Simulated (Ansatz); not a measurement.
We consider bcc Na, described by PBE0 in Ansatz (plane waves, PAW).

Run with plane-wave cutoff 460 eV, 10×10×10 k mesh, Fermi–Dirac smearing 0.05 eV, scalar-relativistic PAW data made under PBE.

Pressure at four volumes; x = ln(V/37.671 Å³). One pressure is withheld.

```tsv
V (Å³/atom)	x	P (GPa)
35.787	-0.0513	?
36.306	-0.0369	0.315
37.671	0.0000	0.015
39.555	0.0488	-0.324
```

Problem. Pass a parabola P(x) through the three rows shown, estimate the bulk modulus and its pressure derivative near zero pressure, and predict the withheld pressure.

Solution. Slopes between the rows: (0.015 − (0.315))/(0.0000 − (-0.0369)) = -8.13 and (-0.324 − (0.015))/(0.0488 − (0.0000)) = -6.95 GPa. Their difference over the span 0.0857 is c = 1.18/0.0857 = 13.8 GPa, so P(x) = 0.315 + (-8.13)(x − (-0.0369)) + 13.8 (x − (-0.0369))(x − (0.0000)). At the middle row B = −dP/dx = −[-8.13 + 13.8 × 0.0369] = 7.6 GPa, and B′ = dB/dP = 2c/B = 3.6. At x = -0.0513 the parabola gives 0.442 GPa; the run gives 0.444 GPa. The Birch–Murnaghan fit to the energies at all volumes has B0 = 7.55 GPa and B′ = 3.6.

Measured, for comparison: bulk modulus 7.9 GPa (0 K value with the zero-point phonon effect removed, our sources range from 7.63 to 7.91; as tabulated in Mejia-Rodriguez and Trickey (2018), arXiv:1807.09216). Computed (rounded) less measured: bulk modulus -4 % (-1 % to -5 % over the range).

Ansatz is a first-principles code.
